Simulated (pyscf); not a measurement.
A first-order saddle from PySCF, ωB97X-D3(BJ)/def2-SVPD:

```
C
H 1 1.1001
C 1 1.4002 2 118.13
H 3 1.0964 1 116.67 2 -30.05
H 3 1.0995 4 113.12 1 139.93
C 1 1.5122 2 116.81 3 159.70
H 6 1.1058 1 109.95 2 172.44
H 6 1.1087 7 106.66 1 122.39
H 6 1.1143 7 105.67 8 112.43
O 3 1.8091 4 94.77 5 95.48
H 10 0.9631 3 97.99 4 109.13
```
Charge -1, spin multiplicity 1.

Surface: singlet, charge -1. Lowest wavenumbers (cm⁻¹): 323i, 134, 165, 206, 384.

Q: What reaction is this the transition state of?

A: HO⁻ (SMILES [OH-]) + H₂C=CH–CH₃ (SMILES C=CC) ⇌ H₃C–CH⁻–CH₂–OH (SMILES C[CH-]CO), an addition read from left to right: none broken and C–O formed. At ωB97M-D3(BJ)/def2-TZVPD it lies +0.23 eV from the left side and +0.12 eV from the right (each side as separated species at their lowest minima found). On the reactant side the descent ends in a bound adduct, 0.49 eV under the separated species and 0.73 eV under the saddle at ωB97X-D3(BJ)/def2-TZVPD. On the product side the descent ends in a point that may be a rotor saddle (no frequency run), 0.08 eV over the lowest minimum found and 0.06 eV under the saddle at ωB97X-D3(BJ)/def2-TZVPD. H₃C–CH⁻–CH₂–OH lies 1.27 eV over its isomer H₃C–CH(CH₃)–O⁻ (electronic energy, ωB97M-D3(BJ)/def2-TZVPD). One saddle was located; it need not be the lowest between these sides.
